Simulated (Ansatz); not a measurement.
# CHSi (doublet): B2PLYP, PBE-QIDH over a scan of the distance Si1–C2, cc-pVDZ

How well do these functionals follow the top wave-function level for CHSi (doublet) over a scan of the distance Si1–C2?

Computed with Ansatz 0.2.0, Gaussian basis. Level: cc-pVDZ, all electrons in the functionals, frozen cores in the correlation of double hybrids and RPA.

Plan: B2PLYP, PBE-QIDH, at 1.356 Å; 1.536 Å; 1.683 Å; 1.888 Å; 2.046 Å; 2.320 Å; 2.663 Å; 3.058 Å; 3.680 Å; 4.548 Å; 5.842 Å.

26 further runs of the same task are left out: 6 for a known fault of the program, 3 for a mislabelled method, 12 that didn't finish, 5 set aside as unsound or not needed.

### Step 1. The system

The geometry derives from a PBE0/def2-TZVP stationary point (not a proven minimum). One bond is set to the value named and the two fragments are kept rigid.

3 atoms, charge 0, spin multiplicity 2.

Atoms are counted from 1 here; the program's logs count them from 0.

Bond lengths: Si1–C2 1.682 Å, C2–H3 1.079 Å. Angles: Si1–C2–H3 180.0°.

No dispersion term is added.

The geometry shown and the zero of energy belong to the point 1.683 Å. The yardstick, UCCSDT(Q), and other wave-function levels (R restricted, U unrestricted, valence and pair active spaces) come from earlier runs.

### Step 2. B2PLYP, 1.356 Å

Contents of in.yaml:

```yaml
crystal:
  periodic: [false, false, false]
  atoms:
    - {symbol: Si, position_ang: [0.000000, 0.000000, 1.263808]}
    - {symbol: C, position_ang: [0.000000, 0.000000, -0.092192]}
    - {symbol: H, position_ang: [0.000000, 0.000000, -1.171615]}
basis:
  gaussian: {orbitals: cc-pVDZ}
magnetization: {spin_polarized: true, initial_magnetization: 1}
hamiltonian: {xc: {name: B2PLYP}}
correlation: {electrons: outside_noble_gas}
```

The run is started by

```sh
> ansatz run in.yaml --threads 1 --pin off --events-out ev --progress --plain --max-ram 2393MiB
```

Log:

```text
Functional definition: B2PLYP
  name "B2PLYP"
  cite "Grimme, J. Chem. Phys. 124, 034108 (2006) doi:10.1063/1.2148954"
  cite "Becke, Phys. Rev. A 38, 3098 (1988) doi:10.1103/PhysRevA.38.3098"
  cite "Lee, Yang & Parr, Phys. Rev. B 37, 785 (1988) doi:10.1103/PhysRevB.37.785"
  parameter a = 0.53
  parameter c = 0.27
  exchange = (1 - a)*b88_x + a*exact_x
  correlation = (1 - c)*lyp_c + c*(mp2_os + mp2_ss)
362 factors; integrals over basis functions are off by at most 1.2e-3 eV
mean field evaluation 1: about -8907.1998 eV, gradient 4.0e1 eV
mean field evaluation 2: about -8907.2872 eV, gradient 4.0e1 eV
mean field evaluation 4: about -8915.9593 eV, gradient 5.7e0 eV
mean field evaluation 8: about -8916.2622 eV, gradient 2.3e-1 eV
mean field evaluation 16: about -8916.2672 eV, gradient 5.3e-4 eV
mean field evaluation 32: about -8916.2654 eV, gradient 2.5e0 eV
mean field evaluation 64: about -8913.7750 eV, gradient 2.4e1 eV
mean field evaluation 96: about -8911.6568 eV, gradient 8.5e0 eV
mean field -8916.75450784 eV, -327.6846841699 hartree, gradient 1.6e-6 eV, S^2 0.754449; 5 other end points of the search recorded, 0 dependent functions left out
6 core orbitals not correlated: weight in the atoms' cores, before any rotation towards them, 1.000 or more for the frozen orbitals, at most 0.000 for the correlated occupied ones
reference -8916.75461590 eV, -327.6846881411 hartree; 5, 4 occupied and 26, 27 virtual orbitals, 362 factors
second order -5.87306171 eV of doubles, -0.00000000 eV of singles
Total energy: -8918.34034257 eV, -327.7429625211 hartree
```

Run time: 8 s. Hardware: 1 thread of Arm Neoverse N1, shared host.

From the report: ⟨S²⟩ of the determinant 0.754 (pure doublet: 0.75).

### Step 3. B2PLYP, 1.536 Å

Contents of in.yaml:

```yaml
crystal:
  periodic: [false, false, false]
  atoms:
    - {symbol: Si, position_ang: [0.000000, 0.000000, 1.383808]}
    - {symbol: C, position_ang: [0.000000, 0.000000, -0.152192]}
    - {symbol: H, position_ang: [0.000000, 0.000000, -1.231615]}
basis:
  gaussian: {orbitals: cc-pVDZ}
magnetization: {spin_polarized: true, initial_magnetization: 1}
hamiltonian: {xc: {name: B2PLYP}}
correlation: {electrons: outside_noble_gas}
```

Same command.

Log (excerpt; [...] marks lines left out):

```text
Functional definition: B2PLYP
  name "B2PLYP"
  cite "Grimme, J. Chem. Phys. 124, 034108 (2006) doi:10.1063/1.2148954"
  cite "Becke, Phys. Rev. A 38, 3098 (1988) doi:10.1103/PhysRevA.38.3098"
  cite "Lee, Yang & Parr, Phys. Rev. B 37, 785 (1988) doi:10.1103/PhysRevB.37.785"
[...]
362 factors; integrals over basis functions are off by at most 1.1e-3 eV
[...]
mean field -8919.85911971 eV, -327.7987765517 hartree, gradient 5.5e-6 eV, S^2 0.757272; 7 other end points of the search recorded, 0 dependent functions left out
6 core orbitals not correlated: weight in the atoms' cores, before any rotation towards them, 1.000 or more for the frozen orbitals, at most 0.000 for the correlated occupied ones
reference -8919.85922954 eV, -327.7987805880 hartree; 5, 4 occupied and 26, 27 virtual orbitals, 362 factors
second order -6.18498103 eV of doubles, -0.00000000 eV of singles
Total energy: -8921.52917442 eV, -327.8601499303 hartree
```

Run time: 7.5 s. Hardware: 1 thread of Arm Neoverse N1, shared host.

From the report: ⟨S²⟩ of the determinant 0.757 (pure doublet: 0.75).

### Step 4. B2PLYP, 1.683 Å

Contents of in.yaml:

```yaml
crystal:
  periodic: [false, false, false]
  atoms:
    - {symbol: Si, position_ang: [0.000000, 0.000000, 1.481442]}
    - {symbol: C, position_ang: [0.000000, 0.000000, -0.201009]}
    - {symbol: H, position_ang: [0.000000, 0.000000, -1.280432]}
basis:
  gaussian: {orbitals: cc-pVDZ}
magnetization: {spin_polarized: true, initial_magnetization: 1}
hamiltonian: {xc: {name: B2PLYP}}
correlation: {electrons: outside_noble_gas}
```

Launched as before.

Log (excerpt; [...] marks lines left out):

```text
Functional definition: B2PLYP
  name "B2PLYP"
  cite "Grimme, J. Chem. Phys. 124, 034108 (2006) doi:10.1063/1.2148954"
  cite "Becke, Phys. Rev. A 38, 3098 (1988) doi:10.1103/PhysRevA.38.3098"
  cite "Lee, Yang & Parr, Phys. Rev. B 37, 785 (1988) doi:10.1103/PhysRevB.37.785"
[...]
362 factors; integrals over basis functions are off by at most 9.4e-4 eV
[...]
mean field -8920.41918223 eV, -327.8193584698 hartree, gradient 3.8e-6 eV, S^2 0.773805; 2 other end points of the search recorded, 0 dependent functions left out
6 core orbitals not correlated: weight in the atoms' cores, before any rotation towards them, 1.000 or more for the frozen orbitals, at most 0.000 for the correlated occupied ones
reference -8920.41929411 eV, -327.8193625812 hartree; 5, 4 occupied and 26, 27 virtual orbitals, 362 factors
second order -6.50362982 eV of doubles, -0.00000000 eV of singles
Total energy: -8922.17527416 eV, -327.8838936578 hartree
```

Wall time 2.4 s (1 thread of Arm Neoverse N1, shared host).

From the report: ⟨S²⟩ of the determinant 0.774 (pure doublet: 0.75).

### Step 5. B2PLYP, 1.888 Å

Contents of in.yaml:

```yaml
crystal:
  periodic: [false, false, false]
  atoms:
    - {symbol: Si, position_ang: [0.000000, 0.000000, 1.618474]}
    - {symbol: C, position_ang: [0.000000, 0.000000, -0.269526]}
    - {symbol: H, position_ang: [0.000000, 0.000000, -1.348949]}
basis:
  gaussian: {orbitals: cc-pVDZ}
magnetization: {spin_polarized: true, initial_magnetization: 1}
hamiltonian: {xc: {name: B2PLYP}}
correlation: {electrons: outside_noble_gas}
```

Same command.

Log (excerpt; [...] marks lines left out):

```text
Functional definition: B2PLYP
  name "B2PLYP"
  cite "Grimme, J. Chem. Phys. 124, 034108 (2006) doi:10.1063/1.2148954"
  cite "Becke, Phys. Rev. A 38, 3098 (1988) doi:10.1103/PhysRevA.38.3098"
  cite "Lee, Yang & Parr, Phys. Rev. B 37, 785 (1988) doi:10.1103/PhysRevB.37.785"
[...]
362 factors; integrals over basis functions are off by at most 6.7e-4 eV
[...]
mean field -8919.93930338 eV, -327.8017232472 hartree, gradient 8.8e-6 eV, S^2 1.093845; 3 other end points of the search recorded, 0 dependent functions left out
6 core orbitals not correlated: weight in the atoms' cores, before any rotation towards them, 1.000 or more for the frozen orbitals, at most 0.000 for the correlated occupied ones
reference -8919.93941652 eV, -327.8017274050 hartree; 5, 4 occupied and 26, 27 virtual orbitals, 362 factors
second order -6.18091389 eV of doubles, -0.00000000 eV of singles
Total energy: -8921.60826327 eV, -327.8630563919 hartree
```

It took 4.2 s on 1 thread of Arm Neoverse N1, shared host.

From the report: ⟨S²⟩ of the determinant 1.094 (pure doublet: 0.75).

From 1.683 Å: +0.567 eV.

### Step 6. B2PLYP, 2.046 Å

Contents of in.yaml:

```yaml
crystal:
  periodic: [false, false, false]
  atoms:
    - {symbol: Si, position_ang: [0.000000, 0.000000, 1.723808]}
    - {symbol: C, position_ang: [0.000000, 0.000000, -0.322192]}
    - {symbol: H, position_ang: [0.000000, 0.000000, -1.401615]}
basis:
  gaussian: {orbitals: cc-pVDZ}
magnetization: {spin_polarized: true, initial_magnetization: 1}
hamiltonian: {xc: {name: B2PLYP}}
correlation: {electrons: outside_noble_gas}
```

Launched as before.

Log (excerpt; [...] marks lines left out):

```text
Functional definition: B2PLYP
  name "B2PLYP"
  cite "Grimme, J. Chem. Phys. 124, 034108 (2006) doi:10.1063/1.2148954"
  cite "Becke, Phys. Rev. A 38, 3098 (1988) doi:10.1103/PhysRevA.38.3098"
  cite "Lee, Yang & Parr, Phys. Rev. B 37, 785 (1988) doi:10.1103/PhysRevB.37.785"
[...]
362 factors; integrals over basis functions are off by at most 8.2e-4 eV
[...]
mean field -8919.29705388 eV, -327.7781210133 hartree, gradient 9.6e-6 eV, S^2 1.365320; 9 other end points of the search recorded, 0 dependent functions left out
6 core orbitals not correlated: weight in the atoms' cores, before any rotation towards them, 1.000 or more for the frozen orbitals, at most 0.000 for the correlated occupied ones
reference -8919.29716733 eV, -327.7781251828 hartree; 5, 4 occupied and 26, 27 virtual orbitals, 362 factors
second order -5.71993317 eV of doubles, -0.00000000 eV of singles
Total energy: -8920.84154929 eV, -327.8348801729 hartree
```

It took 9 s on 1 thread of Arm Neoverse N1, shared host.

From the report: ⟨S²⟩ of the determinant 1.365 (pure doublet: 0.75). The determinant is far from a pure spin state, so its energy mixes those of several spin states (harmless only where they are near-degenerate, as at dissociation).

From 1.683 Å: +1.334 eV.

### Step 7. B2PLYP, 2.320 Å

Contents of in.yaml:

```yaml
crystal:
  periodic: [false, false, false]
  atoms:
    - {symbol: Si, position_ang: [0.000000, 0.000000, -1.906474]}
    - {symbol: C, position_ang: [0.000000, 0.000000, 0.413526]}
    - {symbol: H, position_ang: [0.000000, 0.000000, 1.492949]}
basis:
  gaussian: {orbitals: cc-pVDZ}
magnetization: {spin_polarized: true, initial_magnetization: 1}
hamiltonian: {xc: {name: B2PLYP}}
correlation: {electrons: outside_noble_gas}
```

The command is unchanged.

Log (excerpt; [...] marks lines left out):

```text
Functional definition: B2PLYP
  name "B2PLYP"
  cite "Grimme, J. Chem. Phys. 124, 034108 (2006) doi:10.1063/1.2148954"
  cite "Becke, Phys. Rev. A 38, 3098 (1988) doi:10.1103/PhysRevA.38.3098"
  cite "Lee, Yang & Parr, Phys. Rev. B 37, 785 (1988) doi:10.1103/PhysRevB.37.785"
[...]
362 factors; integrals over basis functions are off by at most 9.3e-4 eV
[...]
mean field -8918.13334942 eV, -327.7353556633 hartree, gradient 2.7e-6 eV, S^2 1.609884; 9 other end points of the search recorded, 0 dependent functions left out
6 core orbitals not correlated: weight in the atoms' cores, before any rotation towards them, 1.000 or more for the frozen orbitals, at most 0.000 for the correlated occupied ones
reference -8918.13346338 eV, -327.7353598514 hartree; 5, 4 occupied and 26, 27 virtual orbitals, 362 factors
second order -5.40999803 eV of doubles, -0.00000000 eV of singles
Total energy: -8919.59416285 eV, -327.7890395667 hartree
```

Wall time 9 s (1 thread of Arm Neoverse N1, shared host).

From the report: ⟨S²⟩ of the determinant 1.610 (pure doublet: 0.75). The determinant is far from a pure spin state, so its energy mixes those of several spin states (harmless only where they are near-degenerate, as at dissociation).

From 1.683 Å: +2.581 eV.

### Step 8. B2PLYP, 2.663 Å

Contents of in.yaml:

```yaml
crystal:
  periodic: [false, false, false]
  atoms:
    - {symbol: Si, position_ang: [0.000000, 0.000000, 2.135141]}
    - {symbol: C, position_ang: [0.000000, 0.000000, -0.527859]}
    - {symbol: H, position_ang: [0.000000, 0.000000, -1.607282]}
basis:
  gaussian: {orbitals: cc-pVDZ}
magnetization: {spin_polarized: true, initial_magnetization: 1}
hamiltonian: {xc: {name: B2PLYP}}
correlation: {electrons: outside_noble_gas}
```

Same command.

Log (excerpt; [...] marks lines left out):

```text
Functional definition: B2PLYP
  name "B2PLYP"
  cite "Grimme, J. Chem. Phys. 124, 034108 (2006) doi:10.1063/1.2148954"
  cite "Becke, Phys. Rev. A 38, 3098 (1988) doi:10.1103/PhysRevA.38.3098"
  cite "Lee, Yang & Parr, Phys. Rev. B 37, 785 (1988) doi:10.1103/PhysRevB.37.785"
[...]
362 factors; integrals over basis functions are off by at most 7.6e-4 eV
[...]
mean field -8916.84868192 eV, -327.6881450034 hartree, gradient 6.3e-6 eV, S^2 1.826051; 9 other end points of the search recorded, 0 dependent functions left out
6 core orbitals not correlated: weight in the atoms' cores, before any rotation towards them, 1.000 or more for the frozen orbitals, at most 0.000 for the correlated occupied ones
reference -8916.84880093 eV, -327.6881493770 hartree; 5, 4 occupied and 26, 27 virtual orbitals, 362 factors
second order -5.17704289 eV of doubles, -0.00000000 eV of singles
Total energy: -8918.24660251 eV, -327.7395176376 hartree
```

Run time: 10 s. Hardware: 1 thread of Arm Neoverse N1, shared host.

From the report: ⟨S²⟩ of the determinant 1.826 (pure doublet: 0.75). The determinant is far from a pure spin state, so its energy mixes those of several spin states (harmless only where they are near-degenerate, as at dissociation).

From 1.683 Å: +3.929 eV.

### Step 9. B2PLYP, 3.058 Å

Contents of in.yaml:

```yaml
crystal:
  periodic: [false, false, false]
  atoms:
    - {symbol: Si, position_ang: [0.000000, 0.000000, 2.398474]}
    - {symbol: C, position_ang: [0.000000, 0.000000, -0.659526]}
    - {symbol: H, position_ang: [0.000000, 0.000000, -1.738949]}
basis:
  gaussian: {orbitals: cc-pVDZ}
magnetization: {spin_polarized: true, initial_magnetization: 1}
hamiltonian: {xc: {name: B2PLYP}}
correlation: {electrons: outside_noble_gas}
```

Same command.

Log (excerpt; [...] marks lines left out):

```text
Functional definition: B2PLYP
  name "B2PLYP"
  cite "Grimme, J. Chem. Phys. 124, 034108 (2006) doi:10.1063/1.2148954"
  cite "Becke, Phys. Rev. A 38, 3098 (1988) doi:10.1103/PhysRevA.38.3098"
  cite "Lee, Yang & Parr, Phys. Rev. B 37, 785 (1988) doi:10.1103/PhysRevB.37.785"
[...]
362 factors; integrals over basis functions are off by at most 7.8e-4 eV
[...]
mean field -8916.04150279 eV, -327.6584817175 hartree, gradient 5.7e-6 eV, S^2 1.736510; 13 other end points of the search recorded, 0 dependent functions left out
6 core orbitals not correlated: weight in the atoms' cores, before any rotation towards them, 1.000 or more for the frozen orbitals, at most 0.000 for the correlated occupied ones
reference -8916.04161848 eV, -327.6584859692 hartree; 5, 4 occupied and 26, 27 virtual orbitals, 362 factors
second order -4.47025221 eV of doubles, -0.00000000 eV of singles
Total energy: -8917.24858658 eV, -327.7028412286 hartree
```

Run time: 11 s. Hardware: 1 thread of Arm Neoverse N1, shared host.

From the report: ⟨S²⟩ of the determinant 1.737 (pure doublet: 0.75). The determinant is far from a pure spin state, so its energy mixes those of several spin states (harmless only where they are near-degenerate, as at dissociation).

From 1.683 Å: +4.927 eV.

### Step 10. B2PLYP, 3.680 Å

Contents of in.yaml:

```yaml
crystal:
  periodic: [false, false, false]
  atoms:
    - {symbol: Si, position_ang: [0.000000, 0.000000, 2.813141]}
    - {symbol: C, position_ang: [0.000000, 0.000000, -0.866859]}
    - {symbol: H, position_ang: [0.000000, 0.000000, -1.946282]}
basis:
  gaussian: {orbitals: cc-pVDZ}
magnetization: {spin_polarized: true, initial_magnetization: 1}
hamiltonian: {xc: {name: B2PLYP}}
correlation: {electrons: outside_noble_gas}
```

Same command.

Log (excerpt; [...] marks lines left out):

```text
Functional definition: B2PLYP
  name "B2PLYP"
  cite "Grimme, J. Chem. Phys. 124, 034108 (2006) doi:10.1063/1.2148954"
  cite "Becke, Phys. Rev. A 38, 3098 (1988) doi:10.1103/PhysRevA.38.3098"
  cite "Lee, Yang & Parr, Phys. Rev. B 37, 785 (1988) doi:10.1103/PhysRevB.37.785"
[...]
362 factors; integrals over basis functions are off by at most 7.9e-4 eV
[...]
mean field -8915.80286907 eV, -327.6497120901 hartree, gradient 3.5e-6 eV, S^2 1.834495; 19 other end points of the search recorded, 0 dependent functions left out
6 core orbitals not correlated: weight in the atoms' cores, before any rotation towards them, 1.000 or more for the frozen orbitals, at most 0.000 for the correlated occupied ones
reference -8915.80298516 eV, -327.6497163564 hartree; 5, 4 occupied and 26, 27 virtual orbitals, 362 factors
second order -4.22038191 eV of doubles, -0.00000000 eV of singles
Total energy: -8916.94248828 eV, -327.6915923235 hartree
```

Run time: 26 s. Hardware: 1 thread of Arm Neoverse N1, shared host.

From the report: ⟨S²⟩ of the determinant 1.834 (pure doublet: 0.75). The determinant is far from a pure spin state, so its energy mixes those of several spin states (harmless only where they are near-degenerate, as at dissociation).

From 1.683 Å: +5.233 eV.

### Step 11. B2PLYP, 4.548 Å

Contents of in.yaml:

```yaml
crystal:
  periodic: [false, false, false]
  atoms:
    - {symbol: Si, position_ang: [0.000000, 0.000000, -3.391808]}
    - {symbol: C, position_ang: [0.000000, 0.000000, 1.156192]}
    - {symbol: H, position_ang: [0.000000, 0.000000, 2.235615]}
basis:
  gaussian: {orbitals: cc-pVDZ}
magnetization: {spin_polarized: true, initial_magnetization: 1}
hamiltonian: {xc: {name: B2PLYP}}
correlation: {electrons: outside_noble_gas}
```

Same command.

Log (excerpt; [...] marks lines left out):

```text
Functional definition: B2PLYP
  name "B2PLYP"
  cite "Grimme, J. Chem. Phys. 124, 034108 (2006) doi:10.1063/1.2148954"
  cite "Becke, Phys. Rev. A 38, 3098 (1988) doi:10.1103/PhysRevA.38.3098"
  cite "Lee, Yang & Parr, Phys. Rev. B 37, 785 (1988) doi:10.1103/PhysRevB.37.785"
[...]
362 factors; integrals over basis functions are off by at most 8.0e-4 eV
[...]
mean field -8915.70918934 eV, -327.6462694235 hartree, gradient 1.2e-6 eV, S^2 1.880457; 12 other end points of the search recorded, 0 dependent functions left out
6 core orbitals not correlated: weight in the atoms' cores, before any rotation towards them, 1.000 or more for the frozen orbitals, at most 0.000 for the correlated occupied ones
reference -8915.70931521 eV, -327.6462740490 hartree; 5, 4 occupied and 26, 27 virtual orbitals, 362 factors
second order -4.15369131 eV of doubles, -0.00000000 eV of singles
Total energy: -8916.83081186 eV, -327.6874882909 hartree
```

Wall time 19 s (1 thread of Arm Neoverse N1, shared host).

From the report: ⟨S²⟩ of the determinant 1.880 (pure doublet: 0.75). The determinant is far from a pure spin state, so its energy mixes those of several spin states (harmless only where they are near-degenerate, as at dissociation).

From 1.683 Å: +5.344 eV.

### Step 12. B2PLYP, 5.842 Å

Contents of in.yaml:

```yaml
crystal:
  periodic: [false, false, false]
  atoms:
    - {symbol: Si, position_ang: [0.000000, 0.000000, 4.254474]}
    - {symbol: C, position_ang: [0.000000, 0.000000, -1.587526]}
    - {symbol: H, position_ang: [0.000000, 0.000000, -2.666949]}
basis:
  gaussian: {orbitals: cc-pVDZ}
magnetization: {spin_polarized: true, initial_magnetization: 1}
hamiltonian: {xc: {name: B2PLYP}}
correlation: {electrons: outside_noble_gas}
```

Launched as before.

Log (excerpt; [...] marks lines left out):

```text
Functional definition: B2PLYP
  name "B2PLYP"
  cite "Grimme, J. Chem. Phys. 124, 034108 (2006) doi:10.1063/1.2148954"
  cite "Becke, Phys. Rev. A 38, 3098 (1988) doi:10.1103/PhysRevA.38.3098"
  cite "Lee, Yang & Parr, Phys. Rev. B 37, 785 (1988) doi:10.1103/PhysRevB.37.785"
[...]
362 factors; integrals over basis functions are off by at most 8.0e-4 eV
[...]
mean field -8915.67707104 eV, -327.6450890977 hartree, gradient 6.7e-7 eV, S^2 1.896864; 13 other end points of the search recorded, 0 dependent functions left out
6 core orbitals not correlated: weight in the atoms' cores, before any rotation towards them, 1.000 or more for the frozen orbitals, at most 0.000 for the correlated occupied ones
reference -8915.67720869 eV, -327.6450941565 hartree; 5, 4 occupied and 26, 27 virtual orbitals, 362 factors
second order -4.13573689 eV of doubles, -0.00000000 eV of singles
Total energy: -8916.79385765 eV, -327.6861302488 hartree
```

Wall time 24 s (1 thread of Arm Neoverse N1, shared host).

From the report: ⟨S²⟩ of the determinant 1.897 (pure doublet: 0.75). The determinant is far from a pure spin state, so its energy mixes those of several spin states (harmless only where they are near-degenerate, as at dissociation).

From 1.683 Å: +5.381 eV.

### Step 13. PBE-QIDH, 1.356 Å

Contents of in.yaml:

```yaml
crystal:
  periodic: [false, false, false]
  atoms:
    - {symbol: Si, position_ang: [0.000000, 0.000000, 1.263808]}
    - {symbol: C, position_ang: [0.000000, 0.000000, -0.092192]}
    - {symbol: H, position_ang: [0.000000, 0.000000, -1.171615]}
basis:
  gaussian: {orbitals: cc-pVDZ}
magnetization: {spin_polarized: true, initial_magnetization: 1}
hamiltonian: {xc: {name: PBE-QIDH}}
correlation: {electrons: outside_noble_gas}
```

Launched as before.

Log (excerpt; [...] marks lines left out):

```text
Functional definition: PBE-QIDH
  name "PBE-QIDH"
  cite "Brémond, Sancho-García, Pérez-Jiménez & Adamo, J. Chem. Phys. 141, 031101 (2014) doi:10.1063/1.4890314"
  cite "Perdew, Burke & Ernzerhof, Phys. Rev. Lett. 77, 3865 (1996) doi:10.1103/PhysRevLett.77.3865"
[...]
362 factors; integrals over basis functions are off by at most 1.2e-3 eV
[...]
mean field -8913.35494373 eV, -327.5597524931 hartree, gradient 1.1e-6 eV, S^2 0.755754; 8 other end points of the search recorded, 0 dependent functions left out
6 core orbitals not correlated: weight in the atoms' cores, before any rotation towards them, 1.000 or more for the frozen orbitals, at most 0.000 for the correlated occupied ones
reference -8913.35495129 eV, -327.5597527710 hartree; 5, 4 occupied and 26, 27 virtual orbitals, 362 factors
second order -5.37909511 eV of doubles, -0.00000000 eV of singles
Total energy: -8915.14798300 eV, -327.6256454707 hartree
```

Run time: 7 s. Hardware: 1 thread of Arm Neoverse N1, shared host.

From the report: ⟨S²⟩ of the determinant 0.756 (pure doublet: 0.75).

[end of part 1 of 2]
